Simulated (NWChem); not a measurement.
Species: N₂H₄ anion, doublet; SMILES of the neutral closed-shell parent NN

```xyz
6

N     -0.0609     0.7233     0.0962
N      0.0609    -0.7233     0.0962
H      0.9028     1.0640     0.1925
H     -0.3415     1.0203    -0.8662
H     -0.9028    -1.0640     0.1925
H      0.3415    -1.0203    -0.8662
```
Atoms are numbered in this order, from 1.

Results from NWChem. Spin-unrestricted. In the optimisation the excess spin sits in a (C2, its own frame). Sets without diffuse functions describe the anion's extra electron poorly. Coordinates come from a B3LYP/def2-SVPD, spin-unrestricted optimisation. The spin multiplicity was typed, not searched, and may not be the lowest. No stability test was run on the SCF state. The highest occupied level is positive in some or all of these runs, so the extra electron may be held by the finite basis. Total energies compare along this basis series because the functional is fixed.

```tsv
level	basis functions	energy (Ha)	highest occupied level (eV)	lowest empty minus highest occupied level, either spin (eV)	<S²>
B3LYP/pcseg-1	48	-111.7385	5.03	1.75	0.751
B3LYP/pcseg-2	116	-111.8593	3.41	1.49	0.750
B3LYP/def2-SVP	48	-111.6556	5.44	1.82	0.751
```
